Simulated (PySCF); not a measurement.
Molecule: benzene, C₆H₆, net charge 0, singlet state. 
Geometry from a B3LYP-D3(BJ)/def2-TZVP (Ansatz) optimisation:
```xyz
12

C      0.0029     1.3905     0.0040
C      1.2056     0.6927     0.0073
C      1.2027    -0.6978     0.0033
C     -0.0029    -1.3905    -0.0040
C     -1.2056    -0.6927    -0.0073
C     -1.2027     0.6978    -0.0033
H      0.0052     2.4730     0.0072
H      2.1443     1.2320     0.0131
H      2.1391    -1.2411     0.0059
H     -0.0052    -2.4730    -0.0072
H     -2.1443    -1.2320    -0.0131
H     -2.1391     1.2411    -0.0059
```
Charge 0, spin multiplicity 1.

Dispersion corrections to the total energy (kcal/mol) from the dftd3 and dftd4 libraries through PySCF: D3(BJ) without and D4 with the three-body term, each with the damping fitted for the functional named.

```json
[
 {"functional": "HSE06", "D3(BJ)": "___", "D4": "-5.21"},
 {"functional": "TPSSh", "D3(BJ)": "-7.87", "D4": "-8.33"},
 {"functional": "PW6B95", "D3(BJ)": "-3.29", "D4": "___"},
 {"functional": "B3LYP", "D3(BJ)": "___", "D4": "-10.90"},
 {"functional": "BP86", "D3(BJ)": "-10.68", "D4": "-8.86"},
 {"functional": "BLYP", "D3(BJ)": "-14.61", "D4": "-15.34"},
 {"functional": "LC-wPBE", "D3(BJ)": "-6.33", "D4": "-7.50"}
]
```

Q: Complete the blanks.

A: 
- HSE06, D3(BJ): -4.35
- PW6B95, D4: -5.97
- B3LYP, D3(BJ): -11.89
